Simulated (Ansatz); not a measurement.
# AlBHS+ (triplet): the correlation ladder, cc-pVDZ

The task here is to estimate one member of a computed series from the others.

Program: Ansatz 0.2.0, Gaussian basis. Level of theory: cc-pVDZ, core rule «outside noble gas», up to 11 orbitals frozen. These are calculated values, not measurements.

Plan: UHF; CCSD(T) on ROHF; CCSD(T) on UHF; BCCD(T) on ROHF; CISD as a restricted active space (open shells left free, so some higher excitations enter); CCSDT(Q) on ROHF; CCSDT(Q) on UHF; CASSCF and NEVPT2, 10 electrons in 10 orbitals.

17 further runs of the same task are left out: 5 that didn't finish, 12 set aside as unsound or not needed. Runs told in other sessions of the task aren't counted.

## The system

The geometry is a PBE0/def2-TZVP stationary point (not a proven minimum) of the parent state, kept for this charge and spin.

4 atoms, charge 1, spin multiplicity 3.

Atoms are counted from 1 here; the program's logs count them from 0.

Bond lengths: Al1–S2 2.322 Å, Al1–B3 2.086 Å, S2–B3 1.759 Å, B3–H4 1.184 Å. Angles: S2–Al1–B3 46.7°, Al1–S2–B3 59.6°, Al1–B3–S2 73.8°, Al1–B3–H4 142.4°, S2–B3–H4 143.8°.

The first run:

in.yaml reads:

```yaml
crystal:
  periodic: [false, false, false]
  atoms:
    - {symbol: Al, position_ang: [0.000000, 0.182013, 1.306388]}
    - {symbol: S, position_ang: [0.000000, 0.338637, -1.010374]}
    - {symbol: B, position_ang: [0.000000, -1.234666, -0.224295]}
    - {symbol: H, position_ang: [0.000000, -2.402343, -0.422520]}
basis:
  gaussian: {orbitals: cc-pVDZ}
total_charge: 1
magnetization: {spin_polarized: true, initial_magnetization: 2}
hamiltonian: {xc: hf}
output: {orbitals: {seedname: orbitals}}
```

The run is started by

```sh
ansatz run in.yaml --threads 1 --pin off --events-out ev --progress --plain --max-ram 2393MiB
```

Among the steps run: UHF; CCSD(T) on ROHF; CCSD(T) on UHF; BCCD(T) on ROHF; CISD as a restricted active space (open shells left free, so some higher excitations enter); CCSDT(Q) on ROHF; CCSDT(Q) on UHF; CASSCF and NEVPT2, 10 electrons in 10 orbitals.

One of the session's tables, all rows but one given; the rest of the session is left out.

| method | from UCCSDT(Q) (meV) |
| --- | --- |
| ROHF | +7459.4 |
| UHF | +7311.0 |
| RMP2 | +1084.7 |
| UMP2 | +1143.5 |
| CISD | ? |
| RCCSD | +392.2 |
| UCCSD | +382.8 |
| RCCSD(T) | +58.9 |
| UCCSD(T) | +60.6 |
| BCCD(T) | +60.1 |
| RCCSDT | +28.3 |
| UCCSDT | +26.7 |
| RCCSDT(Q) | +4.4 |
| UCCSDT(Q) | 0 |

**Question.** Estimate the row for CISD.

As computed: from UCCSDT(Q) (meV): +1018.7. In the column «from UCCSDT(Q) (meV)» it lies between RCCSD (+392.2) and RMP2 (+1084.7).

Left out of the table: CASSCF frontier, NEVPT2 frontier (the active space lost an orbital or holds another state than full CI finds).

Limits of these values: Restricted and unrestricted rows rest on different reference determinants; a gap between their highest levels can come from leftover correlation error, from unlike frozen cores or from another state. Warnings in the runs' records: passed over end.
